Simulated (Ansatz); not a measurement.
A CCSD(T) single point on `CC(=N)C#N`.

```yaml
crystal:
  periodic: [false, false, false]
  atoms:
    - {symbol: C, position_ang: [-0.156473, -0.881991, -0.463808]}
    - {symbol: C, position_ang: [0.154653, 0.346663, 0.333337]}
    - {symbol: N, position_ang: [0.731659, 0.427330, 1.456757]}
    - {symbol: C, position_ang: [-0.270985, 1.589194, -0.284148]}
    - {symbol: N, position_ang: [-0.632984, 2.535409, -0.828132]}
    - {symbol: H, position_ang: [0.319201, -0.825690, -1.446187]}
    - {symbol: H, position_ang: [0.192950, -1.774075, 0.056446]}
    - {symbol: H, position_ang: [-1.233483, -0.959722, -0.632871]}
    - {symbol: H, position_ang: [0.983963, -0.503418, 1.791505]}
basis:
  gaussian: {orbitals: def2-SVP}
correlation: {method: ccsd_t}
```

```sh
$ ansatz run in.yaml --threads 2 --pin off --events-out ev --progress --plain --max-ram 4352MiB
```

Log, shortened:

```
Functional definition: HF
931 factors; integrals over basis functions are off by at most 1.2e-3 eV
mean field evaluation 1: about -6108.5015 eV, gradient 3.9e1 eV
mean field evaluation 2: about -6108.5086 eV, gradient 3.9e1 eV
mean field evaluation 4: about -6112.3693 eV, gradient 5.1e0 eV
mean field evaluation 8: about -6112.4730 eV, gradient 2.5e-1 eV
mean field evaluation 16: about -6112.4524 eV, gradient 1.9e0 eV
mean field -6112.47346138 eV, -224.6292565224 hartree, gradient 1.5e-6 eV, S^2 0.000000; 0 other end points of the search recorded, 0 dependent functions left out; unrestricted orbitals would lower it
5 core orbitals not correlated: weight in the atoms' cores, before any rotation towards them, 1.000 or more for the frozen orbitals, at most 0.000 for the correlated occupied ones
reference -6112.47346138 eV, -224.6292565224 hartree; 13, 13 occupied and 72, 72 virtual orbitals, 931 factors
second order -19.34177561 eV of doubles, -0.00000000 eV of singles
cycle   1  -19.42407760 eV  change   -8.2e-2 eV  update   1.1e-1
cycle   2  -20.02554773 eV  change   -6.0e-1 eV  update   3.5e-2
cycle   3  -20.17372501 eV  change   -1.5e-1 eV  update   1.6e-2
cycle   4  -20.17722360 eV  change   -3.5e-3 eV  update   4.7e-3
cycle   5  -20.18171521 eV  change   -4.5e-3 eV  update   1.8e-3
cycle   6  -20.18234901 eV  change   -6.3e-4 eV  update   4.8e-4
cycle   7  -20.18225056 eV  change    9.8e-5 eV  update   1.8e-4
cycle   8  -20.18230614 eV  change   -5.6e-5 eV  update   6.1e-5
cycle   9  -20.18229339 eV  change    1.3e-5 eV  update   2.2e-5
perturbative correction -0.79283984 eV, -0.0291363267 hartree
Total energy: -6133.44859461 eV, -225.4000784511 hartree
```

Run time 4 s (2 threads of an AMD EPYC 7B13 on a shared host); peak host memory 0.36 GiB.

The correlation energy is -20.975 eV, 3.8 % of it from (T); the T1 diagnostic reads 0.0124.
